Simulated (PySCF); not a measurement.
Cl2.

```xyz
2

Cl     0.0000     0.0000    -1.0054
Cl     0.0000     0.0000     1.0054
```

Geometry optimised at B3LYP-D3(BJ)/def2-TZVPD.

The numbers are results of B3LYP/pcSseg-2 run with PySCF, not measurements. Non-relativistic, no solvent.

Computed absolute GIAO shielding of each atom: isotropic value and principal components (ppm):
```
atom  σ(iso)    σ11    σ22     σ33   span
----  ------  -----  -----  ------  -----
Cl1    555.5  255.4  255.4  1155.6  900.2
Cl2    555.5  255.4  255.4  1155.6  900.2
```
